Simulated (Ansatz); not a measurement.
Program: Ansatz. Geometries: PBE0-D4/def2-TZVP. ΔE: electronic, gas phase. CBS: MP2 limit from def2 TZ/QZ plus the TZ coupled-cluster correction, frozen cores. Functionals use def2-TZVPP. Each species was taken in one conformer, which may not be the lowest.

Consider the isomerisation: `CCCC(C)CC` → `CCCCC(C)C`.

`CCCC(C)CC`:

Z-matrix (Å, degrees):
```
C
C 1 1.519
H 1 1.094 2 111.0
H 1 1.094 2 111.1 3 -119.5
H 1 1.093 2 111.7 3 120.2
C 2 1.520 1 112.5 3 59.8
H 2 1.094 1 109.2 3 -62.7
H 2 1.097 1 109.6 3 -178.6
C 6 1.527 2 115.4 1 175.7
H 6 1.099 2 109.3 1 -61.2
H 6 1.097 2 108.5 1 53.7
C 9 1.523 6 111.8 2 63.2
C 9 1.528 6 109.9 2 -172.1
H 9 1.100 6 107.6 2 -55.3
H 12 1.095 9 110.4 6 61.5
H 12 1.091 9 111.8 6 -58.4
H 12 1.092 9 111.8 6 -178.5
C 13 1.519 9 114.9 6 172.4
H 13 1.096 9 108.3 6 50.4
H 13 1.097 9 108.7 6 -64.3
H 18 1.092 13 111.0 9 -175.5
H 18 1.092 13 112.1 9 64.6
H 18 1.094 13 111.0 9 -55.8
```

`CCCCC(C)C`:

Z-matrix (Å, degrees):
```
C
C 1 1.519
H 1 1.094 2 111.1
H 1 1.094 2 111.1 3 -119.5
H 1 1.092 2 111.7 3 120.2
C 2 1.520 1 113.0 3 59.8
H 2 1.096 1 109.7 3 -178.1
H 2 1.096 1 109.6 3 -62.2
C 6 1.520 2 113.1 1 -179.8
H 6 1.096 2 108.8 1 -57.1
H 6 1.098 2 109.2 1 58.2
C 9 1.526 6 115.2 2 -175.8
H 9 1.097 6 108.7 2 -53.8
H 9 1.099 6 109.4 2 61.3
C 12 1.522 9 112.3 6 -62.9
C 12 1.522 9 110.4 6 173.4
H 12 1.099 9 107.6 6 55.8
H 15 1.093 12 111.0 9 -178.9
H 15 1.092 12 112.2 9 60.7
H 15 1.095 12 110.5 9 -59.6
H 16 1.093 12 111.4 9 -177.8
H 16 1.095 12 110.6 9 62.5
H 16 1.093 12 111.4 9 -57.2
```

(1) Is it downhill or uphill in electronic energy at CCSD(T)/CBS, and by how much? (Best estimate.)

(2) What do these levels give: r2SCANh-D4, PBE-QIDH, PBE, RPA@PBE/def2-TZVPP, CCSD/def2-TZVPP, MP2/def2-QZVPP? (Estimate.)

Largest T1 diagnostic among the species: 0.008.

Answers

(1) Computed: Nearly level: ΔE = -2.8 kJ/mol.

(2) Computed: r2SCANh-D4 -3.3, PBE-QIDH -3.3, PBE -3.9, RPA@PBE/def2-TZVPP -3.0, CCSD/def2-TZVPP -3.3, MP2/def2-QZVPP -2.6 kJ/mol.

In def2-TZVPP, CCSD(T) changes the Hartree–Fock value by +3.5 kJ/mol (the triples alone add +0.5 kJ/mol) and MP2 by +3.7 kJ/mol. Leaving LDA and LC-ωPBE aside and taking each functional with its dispersion term where it has one, the values, not all of them listed here, spread over 1.5 kJ/mol, from B2PLYP to revPBE-D4.
